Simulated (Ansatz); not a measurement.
Ansatz (an electronic-structure program) input (CCSD(T)/aug-cc-pV(D+d)Z):
A basis named .json is the Basis Set Exchange file of that set.

Ansatz 0.2 input:
```yaml
crystal:
  periodic: [false, false, false]
  atoms:
    - {symbol: O, position_ang: [0.36963845, 0.69252623, -1.55316292]}
    - {symbol: C, position_ang: [0.12783134, 0.25596502, -0.54776687]}
    - {symbol: S, position_ang: [-0.19364496, -0.48553451, 0.89295304]}
    - {symbol: H, position_ang: [-0.62577635, 0.69255211, 1.42465592]}
basis:
  gaussian:
    orbitals: aug-cc-pV_D+d_Z.json
total_charge: 1
magnetization: {spin_polarized: false}
correlation: {method: ccsd_t, electrons: outside_noble_gas}
output: {forces: true}
```

Output:

```
Functional definition: HF
integrals: 0.09 GiB planned
854 factors; integrals over basis functions are off by at most 9.5e-4 eV
mean field: 0.21 GiB planned
mean field evaluation 1: about -13887.5750 eV, gradient 4.9e1 eV
mean field evaluation 2: about -13887.5777 eV, gradient 4.9e1 eV
mean field evaluation 4: about -13892.7586 eV, gradient 4.6e0 eV
mean field evaluation 8: about -13892.8470 eV, gradient 1.7e-1 eV
mean field evaluation 16: about -13892.8282 eV, gradient 1.9e0 eV
mean field -13892.84721643 eV, -510.5527182939 hartree, gradient 1.1e-6 eV, S^2 0.000000; 0 other end points of the search recorded, 0 dependent functions left out
7 core orbitals not correlated
reference -13892.84721643 eV, -510.5527182939 hartree; 8, 8 occupied and 72, 72 virtual orbitals, 854 factors
densities: 0.35 GiB planned
second order -12.24535416 eV of doubles, -0.00000000 eV of singles
coupled cluster: 0.25 GiB planned
cycle   1  -12.10698082 eV  change    1.4e-1 eV  update   1.1e-1
cycle   2  -12.54254026 eV  change   -4.4e-1 eV  update   3.8e-2
cycle   3  -12.66824035 eV  change   -1.3e-1 eV  update   1.8e-2
cycle   4  -12.66048977 eV  change    7.8e-3 eV  update   4.2e-3
cycle   5  -12.66059120 eV  change   -1.0e-4 eV  update   1.4e-3
cycle   6  -12.66133040 eV  change   -7.4e-4 eV  update   5.5e-4
cycle   7  -12.66089120 eV  change    4.4e-4 eV  update   2.0e-4
cycle   8  -12.66093212 eV  change   -4.1e-5 eV  update   8.1e-5
cycle   9  -12.66092747 eV  change    4.6e-6 eV  update   2.7e-5
cycle  10  -12.66090656 eV  change    2.1e-5 eV  update   8.5e-6
cycle  11  -12.66090985 eV  change   -3.3e-6 eV  update   3.4e-6
perturbative correction -0.56333623 eV, -0.0207022246 hartree
the calculation of the forces begins
Total energy: -13906.07146252 eV, -511.0387003738 hartree
Atom 0 at     0.369638     0.692526    -1.553163 Å, force     0.508880     0.919524    -2.116353 eV/Å
Atom 1 at     0.127831     0.255965    -0.547767 Å, force    -0.331659    -0.493146     1.310747 eV/Å
Atom 2 at    -0.193645    -0.485535     0.892953 Å, force    -0.154127    -0.502879     0.785938 eV/Å
Atom 3 at    -0.625776     0.692552     1.424656 Å, force    -0.023094     0.076501     0.019668 eV/Å
Dipole moment:    -0.131808     0.068527     0.350042 e Å
```

It need not be the lowest isomer of its formula.
